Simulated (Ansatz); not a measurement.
# Could WC exist in this structure?

Plane-wave DFT in Ansatz with scalar-relativistic PAW potentials. The crystal relaxes under PBE to P-6m2 with a = 2.922 Å, c = 2.847 Å, 10.52 Å³/atom. No spin polarisation.

```cif
data_structure
_symmetry_space_group_name_H-M 'P-6m2'
_symmetry_Int_Tables_number 187
_cell_length_a 2.9217
_cell_length_b 2.9217
_cell_length_c 2.8471
_cell_angle_alpha 90.000
_cell_angle_beta 90.000
_cell_angle_gamma 120.000
_cell_volume 21.05
loop_
_atom_site_label
_atom_site_type_symbol
_atom_site_symmetry_multiplicity
_atom_site_Wyckoff_symbol
_atom_site_fract_x
_atom_site_fract_y
_atom_site_fract_z
_atom_site_occupancy
W1 W 1 a 0.00000 0.00000 0.00000 1
C1 C 1 f 0.66667 0.33333 0.50000 1
```

Test it against the elements, against displacements at the zone centre and against strain.

- Energy over the elements: -0.145 eV/atom (PBE, standard states in the same functional, gases uncorrected)
- Optical modes at Γ: all 3 real, 566 to 604 cm⁻¹ (PBE, no gap at this level, so no LO-TO term)
- Least eigenvalue of the elastic tensor: 237 GPa (PBE, smearing 0.15 eV on a cell relaxed with it; where the run has no gap this value hangs on mesh and smearing)

It passes all three tests. So it is a local minimum against everything tried and bound against the elements. Modes at other wave vectors, other structures and decomposition into other compounds weren't tested here.

Spin-orbit coupling is left out, which matters for the bands of heavy elements.